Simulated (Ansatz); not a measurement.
`C=C(Cl)CC` + H₂ → `C=C(C)Cl` + CH₄ at 400 K and 1 bar (hydrogenolysis of a C–C bond).

Calculated with Ansatz (gas phase, PBE0-D4/def2-TZVP geometries, no zero-point term in ΔE). CCSD(T)/CBS is the MP2 limit (def2-TZVPP, def2-QZVPP) plus CCSD(T) − MP2 in def2-TZVPP, frozen cores. This one scheme is used for every species. One conformer a species, not always the lowest.

```json
{"species": "`C=C(Cl)CC`", "CCSD(T)/CBS energy (Eh)": "-616.18776", "H − E (kJ/mol)": "291.3", "S (J/(mol·K))": "356.1"}
{"species": "H₂", "CCSD(T)/CBS energy (Eh)": "-1.17544", "H − E (kJ/mol)": "38.0", "S (J/(mol·K))": "139.0"}
{"species": "`C=C(C)Cl`", "CCSD(T)/CBS energy (Eh)": "-576.92662", "H − E (kJ/mol)": "210.1", "S (J/(mol·K))": "318.6"}
{"species": "CH₄", "CCSD(T)/CBS energy (Eh)": "-40.46206", "H − E (kJ/mol)": "131.3", "S (J/(mol·K))": "197.2"}
```

H − E and S are ideal-gas, rigid-rotor, harmonic terms from PBE0-D4/def2-TZVP, for one conformer and one mirror image of each species. The MP2-based limit puts H₂ 0.8 mEh under its directly extrapolated value; such offsets cancel only in part. 1 Eh = 2625.50 kJ/mol, R = 8.31446 J/(mol·K).

By hand: ΔE, ΔH, ΔS and ΔG.

ΔE = (-576.92662) + (-40.46206) − (-616.18776) − (-1.17544) = -0.02548 Eh = -66.9 kJ/mol. Δ(H − E) = 210.1 + 131.3 − 291.3 − 38.0 = 12.1, so ΔH = -54.8 kJ/mol. ΔS = 318.6 + 197.2 − 356.1 − 139.0 = 20.7 J/(mol·K). ΔG = -54.8 − 400 × (20.7)/1000 = -63.1 kJ/mol.

By hand: the equilibrium constant, and the temperature at which ΔG would vanish if ΔH and ΔS stayed fixed.

log₁₀ K = −ΔG/(RT ln 10) = 8.2. ΔH and −TΔS have one sign here, so there is no such temperature.

ΔH outweighs TΔS. A doubt of 5 kJ/mol in ΔE shifts log₁₀ K by 0.7 here. Other conformers and mirror images would add mixing entropy, several J/(mol·K) or more a flexible species. These are equilibria of isolated gas molecules and say nothing of rates. Largest T1 diagnostic: 0.010 (customary marks: 0.02 for closed shells, 0.045 for open ones).
